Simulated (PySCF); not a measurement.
# Core binding energy against partial charge

Species: N-vinylformamide, C₃H₅NO.
Atom-mapped SMILES: `[CH2:1]=[CH:2][NH:3][CH:4]=[O:5]`

Binding energies: delta-SCF UKS SCAN, pcX-2 on the ionised atom, pcseg-1 elsewhere, spin-free X2C (PySCF). Charges: PBE0/pcSseg-1 ground-state density, for the ionised atom.

| atom | environment | C 1s (eV) | Mulliken (e) | IAO (e) | Hirshfeld (e) | ESP (e) |
| --- | --- | --- | --- | --- | --- | --- |
| C1 | terminal =CH2 carbon | 290.22 | -0.226 | -0.372 | -0.134 | -0.709 |
| C2 | vinylic carbon bearing nitrogen | 291.95 | +0.024 | -0.034 | +0.004 | +0.171 |
| C4 | amide carbonyl carbon | 293.78 | +0.401 | +0.309 | +0.140 | +0.441 |

**Question.** Give the correlation coefficient and slope of binding energy on charge for each scheme.

**Answer.** IAO: r = 1.00, slope 5.2 eV per e; Hirshfeld: r = 1.00, slope 13.0 eV per e; Mulliken: r = 0.99, slope 5.6 eV per e; ESP: r = 0.95, slope 2.8 eV per e. On 3 points no scheme stands out.

**Question.** The point-charge model writes a binding energy as kq + V + constant, with V the potential of the other atoms' charges at the site. What does it give with the ESP charges?

**Answer.** V = Σ 14.40 eV Å × q/r over all other atoms: +8.84 eV at C1, -4.12 eV at C2, -6.82 eV at C4. Fitting binding energy − V to q gives k = 16.7 eV per e and leaves an rms residual of 0.01 eV, against 0.45 eV for the fit on q alone. The model has no term for differences in relaxation between sites.

Spin contamination (⟨S²⟩ against 0.75 for a pure doublet) is marked for C 1s of C2 (0.85) and C 1s of C4 (0.94), which makes these values less certain. Geometry: PBE0-D3(BJ)/def2-SVP, one conformer, isolated molecule.

The values belong to the conformer `[CH2:1]=[CH:2][NH:3][CH:4]=[O:5]`: C1–C2–N3–C4 -179°, C2–N3–C4–O5 0°.
